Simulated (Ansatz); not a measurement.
**BSiCl (quintet): the correlation ladder, def2-QZVPP**

One table from this session's results is given with a row withheld; the runs are named, their logs left out.

Program: Ansatz 0.2.0, Gaussian basis. Level of theory: def2-QZVPP, core rule «outside noble gas», up to 11 orbitals frozen. These are calculated values, not measurements.

The runs, in order: UHF; ROHF; CCSD(T) on UHF.

2 further runs of the same task are left out: 2 set aside as unsound or not needed.

### What is computed

The geometry is a PBE0/def2-TZVP stationary point (not a proven minimum) of the parent state, kept for this charge and spin.

3 atoms, charge 0, spin multiplicity 5.

Atoms are counted from 1 here; the program's logs count them from 0.

Bond lengths: B1–Si2 1.881 Å, B1–Cl3 1.690 Å. Angles: Si2–B1–Cl3 180.0°.

As a file:

```xyz
3
charge 0, multiplicity 5
B     0.00000    0.00000    0.06370
Si    0.00000    0.00000   -1.81724
Cl    0.00000    0.00000    1.75355
```

Set-up of the first run:

in.yaml

```yaml
crystal:
  periodic: [false, false, false]
  atoms:
    - {symbol: B, position_ang: [0.000000, 0.000000, 0.063696]}
    - {symbol: Si, position_ang: [0.000000, 0.000000, -1.817242]}
    - {symbol: Cl, position_ang: [0.000000, 0.000000, 1.753546]}
basis:
  gaussian: {orbitals: "def2-QZVPP.json"}
magnetization: {spin_polarized: true, initial_magnetization: 4}
hamiltonian: {xc: hf}
output: {orbitals: {seedname: orbitals}}
```

Run with:

```bash
$ ansatz run in.yaml --threads 1 --pin off --events-out ev --progress --plain --max-ram 2393MiB
```

Among the steps run: UHF; ROHF; CCSD(T) on UHF.

One of the session's tables, all rows but one given; the rest of the session is left out.

| method | from UCCSD(T) (kJ/mol) |
| --- | --- |
| ROHF | +1038.6 |
| UHF | +1024.9 |
| UMP2 | ? |
| UCCSD | +51.4 |
| UCCSD(T) | 0 |

Estimate the missing values for UMP2.

The run gave: from UCCSD(T) (kJ/mol): +138.5. In the column «from UCCSD(T) (kJ/mol)» it lies between UCCSD (+51.4) and UHF (+1024.9).
